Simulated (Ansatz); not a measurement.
**Worked example: Ge–NH₂⁺, triplet against Ge–NH2, quartet**

Geometry (PBE0/def2-TZVP stationary point of a quartet), kept for both states (Ge–NH2, quartet: B2; Ge–NH2⁺, triplet: A2):

```xyz
4

Ge    0.0000    0.0000    0.4319
N     0.0000    0.0000   -1.8834
H     0.0000    0.8309   -2.4773
H     0.0000   -0.8309   -2.4773
```

Basis cc-pVTZ; Ansatz 0.2.0. Only valence electrons are correlated (noble-gas cores and the filled d shells of p-block atoms frozen). Prefix R: restricted or restricted open-shell reference; prefix U: unrestricted. No spin–orbit coupling is included, and no scalar relativity.

Full CI isn't at hand for all of this; UCCSDT(Q) serves as the reference, and is uncertain by about the last step of the cluster series.

| level | E(Ge–NH2, quartet) (hartree) | E(Ge–NH2⁺, triplet) (hartree) |
| --- | --- | --- |
| UHF | -2130.960440 | -2130.735482 |
| UMP2 | -2131.201226 | -2130.964175 |
| UCCSD(T) | -2131.240865 | -2131.002196 |
| PBE | -2132.493575 | -2132.254746 |
| wB97M-V | -2132.737988 | -2132.502516 |
| UCCSDT(Q) | -2131.242297 | -2131.003413 |

**Question.** Give the vertical gap, Ge–NH2⁺ triplet less Ge–NH2 quartet, at each level in eV (1 hartree = 27.2114 eV), and each error against UCCSDT(Q).

**Answer.** UCCSDT(Q): (-2131.003413 − (-2131.242297)) × 27.2114 = 6.500 eV (the reference)
wB97M-V: (-2132.502516 − (-2132.737988)) × 27.2114 = 6.408 eV, error -0.092 eV
PBE: (-2132.254746 − (-2132.493575)) × 27.2114 = 6.499 eV, error -0.001 eV
UCCSD(T): (-2131.002196 − (-2131.240865)) × 27.2114 = 6.495 eV, error -0.005 eV
UMP2: (-2130.964175 − (-2131.201226)) × 27.2114 = 6.450 eV, error -0.050 eV
UHF: (-2130.735482 − (-2130.960440)) × 27.2114 = 6.121 eV, error -0.379 eV

Total energies of functionals can't be set beside those of wave-function methods, since they hold the core's correlation and their own absolute errors; only the differences compare.

The reference still carries a basis error, for a change of charge of the order of 0.1 eV, so smaller errors of functionals can't be ranked.

Each level lands on the state that its own search finds. T1 diagnostics of restricted CCSD: 0.018 and 0.019.
